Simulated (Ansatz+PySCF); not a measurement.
Values are calculated unless marked as measured or tabulated.
This Ansatz input gave a total energy of -155.81270 hartree.

```yaml
crystal:
  periodic: [false, false, false]
  atoms:
    - { symbol: C, position_ang: [-0.00148, -0.04486, -0.73936] }
    - { symbol: C, position_ang: [0.02995, -0.0285, 0.75877] }
    - { symbol: C, position_ang: [-0.01541, 1.11934, -1.43066] }
    - { symbol: C, position_ang: [0.03221, -1.08352, 1.50086] }
    - { symbol: H, position_ang: [-0.00166, -0.9441, -1.25725] }
    - { symbol: H, position_ang: [-0.04216, 0.98614, 1.19424] }
    - { symbol: H, position_ang: [-0.02699, 1.05955, -2.6108] }
    - { symbol: H, position_ang: [-0.00486, 2.15018, -0.99321] }
    - { symbol: H, position_ang: [-0.02778, -1.10137, 2.54537] }
    - { symbol: H, position_ang: [0.01755, -2.08778, 0.97927] }
basis:
  gaussian: { orbitals: def2-SVP }
magnetization:
  spin_polarized: true
hamiltonian:
  xc: { name: wB97X }
scf:
  omitted_lower_state_checks: [stability, starts, atomic_configurations, cluster_reference, orbital_swaps, given_window_search, neighbouring_geometries, increment]
```

(1) Write an input for PySCF with the same method and basis set.

## Answers

(1)

```python
from pyscf import gto, dft

mol = gto.M(atom="""
C -0.001480 -0.044860 -0.739360
C 0.029950 -0.028500 0.758770
C -0.015410 1.119340 -1.430660
C 0.032210 -1.083520 1.500860
H -0.001660 -0.944100 -1.257250
H -0.042160 0.986140 1.194240
H -0.026990 1.059550 -2.610800
H -0.004860 2.150180 -0.993210
H -0.027780 -1.101370 2.545370
H 0.017550 -2.087780 0.979270
""", basis='def2-svp', charge=0, spin=0)
mf = dft.UKS(mol, xc='wb97x')
mf.kernel()
print(mf.converged, mf.e_tot, mf.spin_square()[0])
```

PySCF 2.14.0 gave -155.81269 hartree, 0.30 meV from the first.
